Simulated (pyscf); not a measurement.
`[F][SiH2][O][SiH3]` + `[H]` [doublet] → `[F][SiH][O][SiH3]` [doublet] + `[H][H]`, a hydrogen abstraction (doublet surface; H–Si broken, H–H formed). Single points on ωB97X-D3(BJ)/def2-SVP structures (PySCF, gas phase). Energies in eV from the separated reactants.

Small-basis levels: PySCF, no dispersion term, spherical d functions. Open shells are spin-unrestricted. 

### Question
In single points MP2/6-31G* puts the saddle at 0.62 eV and the reaction energy at -0.11 eV. Should these be trusted to within a few kcal/mol? Compare with ωB97M-D3(BJ)/def2-TZVP.

### Answer
ωB97M-D3(BJ)/def2-TZVP gives ΔE‡ = 0.27 eV and ΔE = -0.34 eV. MP2/6-31G* lies 0.36 eV over it in the barrier and 0.22 eV over it in the reaction energy, so on this step it does not hold to within 0.13 eV. ωB97M-D3(BJ)/def2-TZVP has limits of its own. This is the saddle that the search found; another between the same sides may lie lower. The angle at the transferred H is 176°.
